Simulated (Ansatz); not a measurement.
The first iterations of a band of B₂H₄N (7 atoms, charge 0, multiplicity 2).

The calculation used UKS B3LYP/STO-3G in Ansatz 0.2.0.

```json
{"movable images": "5", "climbing image": "yes", "spring": "5.0 eV/Å²", "optimiser": "quadratic models (default)", "start path": "IDPP", "force threshold": "0.05 eV/Å", "iteration limit": "60", "end points": "relaxed"}
```

Initial state:

```xyz
7
Properties=species:S:1:pos:R:3
B -1.130 0.212 -0.763
N 0.012 -0.025 -0.015
B 1.148 -0.235 0.748
H -1.430 -0.528 -1.631
H -1.799 1.156 -0.527
H 1.422 0.521 1.611
H 1.838 -1.168 0.532
```

Final state:

```xyz
7
Properties=species:S:1:pos:R:3
B -1.135 0.197 -0.760
N 0.019 0.001 -0.019
B 1.155 -0.214 0.745
H -1.080 0.756 -1.798
H -2.168 -0.200 -0.352
H 2.202 0.173 0.363
H 1.069 -0.782 1.775
```

| iteration | highest image above the first end (eV) | largest band force component (eV/Å) |
| --- | --- | --- |
| 1 | 0.887 | 0.785 |
| 2 | 0.667 | 0.606 |
| 3 | 0.772 | 0.684 |
| 4 | 0.832 | 0.717 |
| 5 | 0.826 | 1.198 |
| 6 | 0.849 | 1.787 |

Question: Does the band converge within its limit, and where does its top end?

Answer: It converged. It ended after 20 iterations with the highest image 0.756 eV above the first end. A vibrational analysis at the climbing image gives one clearly imaginary mode, 1557i cm⁻¹: a first-order saddle point. Limits of this set-up: minimal basis.

The run took 77 s on 1 thread of Intel(R) Xeon(R) 6975P-C (Granite Rapids), on a shared host, peak memory 0.1 GiB.
